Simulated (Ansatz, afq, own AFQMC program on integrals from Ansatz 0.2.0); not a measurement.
# Where AFQMC and coupled cluster stand for BGeH, triplet

```tsv
atom	x (Å)	y (Å)	z (Å)
Ge	0.0000	0.0000	2.8075
B	0.0000	0.0000	-0.8095
H	0.0000	0.0000	-1.9980
```

Connectivity, by distances: Ge ··· BH.

Basis cc-pVDZ. Noble-gas cores (and the filled d shells of Ga–Kr and In–Xe) are frozen. Ansatz 0.2.0 and our own AFQMC program on the same integrals; the CISD trial comes from CCSD amplitudes, and released means the phaseless constraint is let go. Uncertainties: one standard error, sampling alone. No spin–orbit coupling.

Determinant: UHF, the one that the program's search chose, which needn't be the lowest solution. The geometry is a point of a scan.

No full CI on the walks' own integrals is used here; CCSDT(Q) serves as the reference and is uncertain by about the last step of the cluster series.

Cautions: no relativity below Rb; no spin-orbit coupling; inner d shell frozen; lower spins were not checked; an unrestricted solution with more broken spin lies lower (111 meV, ⟨S²⟩ 2.40).

The T1 diagnostic is 0.0134 and the weight of the determinant in the CISD state is 0.874. The ⟨S²⟩ of the determinant is 2.011 and the size of the correlated space is 8 electrons in 31 orbitals.

| level | correlation energy (eV) |
| --- | --- |
| MP2 | -2.7660 |
| CCSD | -3.8967 |
| CCSD(T) | -3.9634 |

Task: Estimate where AFQMC with the constraint released lies against CCSD(T) on the same integrals.

Result: 1.45 ± 0.52 mEh below CCSD(T).

Reference: CCSDT(Q), correlation energy -3.992 eV. The released energy is read at 2.40 1/Eh (meV from the phaseless value at times in 1/Eh: -16 ± 11 at 0.24, -17 ± 10 at 0.51, -21 ± 12 at 0.99, -34 ± 11 at 1.62, -39 ± 14 at 2.40).

```tsv
level	E − E(reference) (mEh)	share of correlation (%)
CCSD(T)	1.04	99.29
CCSDT	0.14	99.91
ph-AFQMC/CISD	1.02 ± 0.32	99.30
released AFQMC	-0.41 ± 0.52	100.28
```

A walk keeps the symmetry of its determinant, which the program's search chose and which needn't be the lowest solution, so a lower state of the same spin and another symmetry isn't excluded. Released energies are given only where the last usable release times agree within the noise; a slower fall can still hide under it.
